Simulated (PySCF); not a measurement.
Species: C3HCl3.
Cartesian coordinates in Å at the GFN2-xTB level; atoms count from 1:
```
atom  x, y, z in Å
C1     0.331    1.756    0.071
C2     0.110    0.579    0.021
C3    -0.156   -0.827   -0.039
Cl4    0.765   -1.570   -1.378
Cl5    0.324   -1.608    1.494
Cl6   -1.899   -1.111   -0.312
H7     0.527    2.786    0.116
```

The computed photoelectron lines, unassigned: C 1s: 291.33 (area 1), 291.79 (area 1), 296.07 (area 1) eV; Cl 1s: 2829.19 eV; Cl 2p3/2: 206.61 eV.

Computed with delta-SCF UKS SCAN, pcX-2 on the ionised atom, pcseg-1 elsewhere, spin-free X2C in PySCF. Geometry: GFN2-xTB; no solvent, vibrations or thermal averaging.

Problem. Assign the C 1s lines to atoms.

Solution. 291.33 eV: C1 (terminal alkyne carbon); 291.79 eV: C2 (alkyne carbon); 296.07 eV: C3 (CCl3 carbon). The listed C 1s values span 4.74 eV, from C1 (bonded to C (triple bond) and H) to C3 (bonded to 3 Cl and C).

Bonded neighbours of each site: C1: C (triple bond) and H; C2: C (triple bond) and C; C3: 3 Cl and C; Cl4/Cl5/Cl6: C.

Problem. Which photon energy gives electrons from Cl 2p3/2 of Cl4/Cl5/Cl6 a kinetic energy of 20 eV, and what is their de Broglie wavelength?

Solution. hν = 206.61 + 20 = 226.61 eV, recoil neglected; λ = 12.264 Å/√(E/eV) = 2.74 Å.

The first atom of each set that the bonding makes equivalent was ionised and stands for the set. Spin contamination (⟨S²⟩ against 0.75 for a pure doublet) is marked for C 1s of C2 (0.86), which makes this value less certain. Spin–orbit and ligand-field terms were added within each 2p shell after the spin-free SCF. 2p1/2 minus 2p3/2 (ligand field included): Cl 1.65 eV.

On one thread of an Arm Neoverse V2 (shared host), this took 21 s.
